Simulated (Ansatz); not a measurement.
**Worked example: correlation energy of HAlC, singlet**

Geometry: a point of a stretch scan, not a stationary point.

```yaml
atoms:
  - { symbol: Al, position_ang: [0.0000, 0.0000, 0.0088] }
  - { symbol: C, position_ang: [0.0000, 0.0000, -1.9147] }
  - { symbol: H, position_ang: [0.0000, 0.0000, 1.9058] }
```

Basis 6-31G; Ansatz 0.2.0. Correlated methods freeze the noble-gas cores, which leaves 8 electrons in 18 orbitals. R marks a restricted (for open shells ROHF) determinant.

Full CI is exact within this basis and frozen core; it isn't the basis-set limit.

The determinant fills πx and πy unequally, so it is a mixture of Σ and Δ, which weighs on every level built on one determinant.

Runs differ by some tens of microhartree through their thresholds, so steps under 0.03 kcal/mol mean nothing.

```csv
level,total energy (hartree)
RHF,-280.045598
RMP2,-280.161986
RCCSD,-280.192261
RCCSD(T),-280.199714
RCCSDT,-280.201572
RCCSDT(Q),-280.203492
RCCSDTQ*,-280.204576
full CI,-280.204825
```

What is the correlation energy at full CI, and what share of it do RMP2 and RCCSDT(Q) recover?

E(corr) = -280.204825 − (-280.045598) = -0.159227 hartree = -4.333 eV. RMP2: -0.116388 / -0.159227 = 73.10 %. RCCSDT(Q): -0.157894 / -0.159227 = 99.16 %.

By how many kcal/mol does RCCSD(T) miss full CI (1 hartree = 627.509 kcal/mol), and which steps make up the rest?

-280.199714 − (-280.204825) = 0.005111 hartree = 3.21 kcal/mol. Steps: RCCSDT − RCCSD(T) = -1.17, RCCSDT(Q) − RCCSDT = -1.20, RCCSDTQ − RCCSDT(Q) = -0.68, full CI − RCCSDTQ = -0.16 kcal/mol. With more than one leading determinant such errors change with state and geometry, and needn't cancel in differences.

An asterisk marks runs whose energy the program itself flagged as in doubt.
